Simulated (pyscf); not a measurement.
**Four-centre exchange: H₂N–GaH₂ (SMILES [NH2][GaH2]) + NH₃ (SMILES N) → NH₃ (SMILES N) + H₂N–GaH₂ (SMILES [NH2][GaH2])**

Gas phase, singlet surface, charge 0. Bonds broken: N1–Ga2, N7–H8. Bonds formed: N1–H8, Ga2–N7. Structures and frequencies: ωB97X-D3(BJ)/def2-SVP in PySCF. Correlated levels are frozen-core, on RHF or UHF. ΔMP2 is the change of the MP2 total energy from the triple- to the quadruple-zeta basis.

Transition state (Å):

```xyz
10

N     -1.6683    -0.2932    -0.9655
Ga    -1.0924     0.2761     0.8820
H     -1.9727    -1.2545    -1.1157
H     -2.2807     0.3182    -1.5046
H     -1.0809    -0.9400     1.8734
H     -1.6023     1.7218     1.2160
N      0.5936     0.3332    -0.2240
H     -0.3785    -0.0534    -1.0174
H      1.3362    -0.3382    -0.0311
H      1.0279     1.2345    -0.4198
```

One imaginary mode, 1360i cm⁻¹; descent along it reached the two sides named, in the forms told below.

| bond | change | reactant side (Å) | saddle | product side |
|---|---|---|---|---|
| N1–Ga2 | breaks | 1.882 | 2.017 | 2.158 |
| N7–H8 | breaks | 1.025 | 1.313 | 2.480 |
| N1–H8 | forms | 2.480 | 1.313 | 1.025 |
| Ga2–N7 | forms | 2.158 | 2.017 | 1.882 |

Electronic energies relative to the separated reactants (kJ/mol):

```tsv
level	barrier	reaction energy	reverse barrier
ωB97X-D3(BJ)/def2-TZVP	-19.6	0.0	-19.6
PBE/def2-TZVP	-25.3	0.0	-25.3
r²SCAN/def2-TZVP	-28.3	0.0	-28.3
B3LYP-D3(BJ)/def2-TZVP	-14.2	0.0	-14.2
PBE0-D3(BJ)/def2-TZVP	-27.5	0.0	-27.5
M06-2X/def2-TZVP	-25.6	0.0	-25.6
ωB97M-D3(BJ)/def2-TZVP	-12.7	0.0	-12.7
HF/def2-TZVP	39.0	0.0	39.0
MP2/def2-QZVPP	-16.0	0.0	-16.0
CCSD/def2-TZVPP	-5.9	0.0	-5.9
CCSD(T)/def2-TZVPP	-14.7	0.0	-14.7
CCSD(T)/def2-TZVPP + ΔMP2(QZVPP)	-10.3	0.0	-10.3
```

With CCSD(T)/def2-TZVPP + ΔMP2(QZVPP) energies and thermal terms (ideal gas, 1 atm, RRHO with modes under 100 cm⁻¹ raised to 100, one conformer, R ln 2 for rigid chiral ones), in kJ/mol:

```json
[
 {"T (K)": "298", "ΔH‡": "-15.0", "ΔG‡": "32.8", "ΔH": "0.0", "ΔG": "0.0"},
 {"T (K)": "600", "ΔH‡": "-14.7", "ΔG‡": "81.4", "ΔH": "0.0", "ΔG": "0.0"},
 {"T (K)": "900", "ΔH‡": "-12.0", "ΔG‡": "128.9", "ΔH": "0.0", "ΔG": "0.0"},
 {"T (K)": "1200", "ΔH‡": "-8.7", "ΔG‡": "175.4", "ΔH": "0.0", "ΔG": "0.0"}
]
```

On the reactant side the descent ends in an adduct with a Ga–N contact, 82.2 kJ/mol under the separated species and 62.6 kJ/mol under the saddle at ωB97X-D3(BJ)/def2-TZVP. On the product side the descent ends in an adduct with a Ga–N contact, 82.2 kJ/mol under the separated species and 62.6 kJ/mol under the saddle at ωB97X-D3(BJ)/def2-TZVP. At ωB97X-D3(BJ), PBE, r²SCAN, B3LYP-D3(BJ), PBE0-D3(BJ), M06-2X, ωB97M-D3(BJ), MP2, CCSD, CCSD(T), CCSD(T) the saddle lies under the separated reactants, which points to a path from their complex (located at ωB97X-D3(BJ) alone). At ωB97X-D3(BJ), PBE, r²SCAN, B3LYP-D3(BJ), PBE0-D3(BJ), M06-2X, ωB97M-D3(BJ), MP2, CCSD, CCSD(T), CCSD(T) the saddle lies under the separated products, which points to a path from their complex (located at ωB97X-D3(BJ) alone). What is counted as formed (Ga–N) is already present as a longer contact in the reactant adduct; forming that adduct is a step of its own. What is counted as broken (Ga–N) persists as a longer contact in the product adduct; parting that adduct is a step of its own. This is the saddle that the search found; another between the same sides may lie lower. The CCSD(T) − MP2 part came from Ansatz, without density fitting, on the same reference. The frozen core leaves the outer d or s,p core shells of the metals and heavy elements correlated in the MP2 and CC values, and def2-TZVPP describes them poorly, which can shift differences by a few kcal/mol. Elements up to Kr have no core potential and no relativistic terms here.
